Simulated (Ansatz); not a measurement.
# Counterpoise correction, worked out

The pair of HCl (SMILES Cl, atoms 1–2) and CH4O (SMILES CO, atoms 3–8), both closed shells, in one local arrangement (a lower one may exist), relaxed at PBE0-D4/def2-TZVP:

```
8
angstrom
Cl -0.6729 0.8477 -2.6244
H -0.4833 0.0822 -1.5743
C 0.1320 0.1227 0.9332
O -0.1397 -0.7925 -0.1181
H -0.7401 0.7692 1.0202
H 1.0073 0.7424 0.7163
H 0.2789 -0.3998 1.8827
H 0.6177 -1.3718 -0.2356
```

Program: Ansatz 0.2.0. Basis: def2-TZVPPD. Cores are frozen in the correlated methods.

CCSD(T) total energies in eV:

| system | geometry | basis functions | energy |
| --- | --- | --- | --- |
| pair | pair | all | -15671.10791 |
| HCl | as in the pair | all (partner as ghosts) | -12526.31641 |
| CH4O | as in the pair | all (partner as ghosts) | -3144.53880 |
| HCl | as in the pair | its own | -12526.29809 |
| CH4O | as in the pair | its own | -3144.52254 |
| HCl | free (PBE0-D4 minimum) | its own | -12526.32009 |
| CH4O | free (PBE0-D4 minimum) | its own | -3144.52056 |

Task: Work out the interaction energy with and without the counterpoise correction, the superposition error, and the binding energy from the relaxed fragments.

Result: Without correction: -15671.10791 − (-12526.29809) − (-3144.52254) = -0.28728 eV.
With correction (each fragment in the whole basis): -15671.10791 − (-12526.31641) − (-3144.53880) = -0.25270 eV = -5.83 kcal/mol.
The superposition error is the difference, 0.03458 eV, 12 % of the uncorrected value: each fragment borrows its partner's functions.
Deformation from the free shapes: 0.02200 eV for HCl and -0.00198 eV for CH4O (a small negative value is possible, since the free shapes are minima of another method).
Binding energy from relaxed fragments: -0.25270 + 0.02200 + (-0.00198) = -0.23268 eV = -5.37 kcal/mol (electronic, without zero-point energy; negative means bound). For comparison, the corrected interaction energy by CCSD(T) at an estimated basis limit (MP2 extrapolated from triple and quadruple zeta, plus CCSD(T) − MP2 in triple zeta) is -0.286 eV; triple zeta with the correction binds less.

The T1 diagnostic stays at or below 0.010.

For scale, one of the runs: CCSD(T)/def2-TZVPPD, 213 basis functions, launched by `ansatz run in.yaml --threads 4 --pin off --events-out ev --progress --plain --max-ram 9574MiB`. The run took 37 s on 4 CPU threads of an Arm Neoverse V1 (shared host), with 3 GiB of host memory at its peak.
